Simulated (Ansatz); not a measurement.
Species: C2H7O (charge +1, singlet). It need not be the lowest isomer of its formula. 
Geometry from a B3LYP-D3(BJ)/def2-TZVP (Ansatz, a quantum-chemistry and plane-wave program) optimisation:
```
O
H 1 0.9734
C 1 1.4920 2 111.76
H 3 1.0846 1 105.30 2 -168.60
H 3 1.0853 4 111.35 1 -114.08
H 3 1.0870 4 112.49 5 -127.65
C 1 1.4920 2 111.76 3 133.57
H 7 1.0846 1 105.30 2 168.60
H 7 1.0853 8 111.35 1 114.08
H 7 1.0870 8 112.49 9 127.65
```
Charge +1, spin multiplicity 1.

Total electronic energies in hartree. Cores are frozen in the correlated levels unless marked. No spin-orbit coupling. Non-relativistic. CBS(X,Y): correlation extrapolated as X^-3; Hartree-Fock from the larger set. The bracket is a focal-point correction in the basis named.

```
level                                                     program  energy (Eh)
-------------------------------------------------  --------------  -----------
BLYP-D4/def2-TZVPD                                 Ansatz + dftd4   -155.34287
BLYP/def2-TZVPD                                            Ansatz   -155.33525
r2SCAN-D4/def2-TZVPD                               Ansatz + dftd4   -155.30579
PBE0/STO-3G                                                Ansatz   -153.25474
PBE0/def2-SVP                                              Ansatz   -155.03795
PBE0-D3(BJ)/def2-TZVPD                             Ansatz + dftd3   -155.21886
BHLYP-D4/def2-TZVPD                                Ansatz + dftd4   -155.31328
r2SCANh/def2-TZVPD                                         Ansatz   -155.29790
r2SCAN0-D4/def2-TZVPD                              Ansatz + dftd4   -155.28884
r2SCAN0/def2-TZVPD                                         Ansatz   -155.28792
CAM-B3LYP-D3(BJ)/def2-TZVPD                        Ansatz + dftd3   -155.32850
B2GP-PLYP-D3(BJ)/def2-TZVPD                        Ansatz + dftd3   -155.23703
B2PLYP-D4/def2-TZVPD                               Ansatz + dftd4   -155.26707
RPA@PBE/cc-pVTZ                                            Ansatz   -155.40420
MP2/6-31G                                                  Ansatz   -154.62106
RI-MP2/cc-pVTZ                                             Ansatz   -155.03775
SCS-MP2/STO-3G                                             Ansatz   -152.69067
SCS-MP2/6-31G                                              Ansatz   -154.62676
CCSD/STO-3G                                                Ansatz   -152.72103
CCSD/cc-pVTZ                                               Ansatz   -155.07218
CCSD(T)/6-31G                                              Ansatz   -154.66165
CCSD(T)/6-31G*                                             Ansatz   -154.86265
RI-MP2/CBS(cc-pVTZ,cc-pVQZ)+[CCSD(T)-MP2]/cc-pVTZ          Ansatz    -155.1727
```

Totals of different functionals don't rank their quality; only differences between species are comparable.
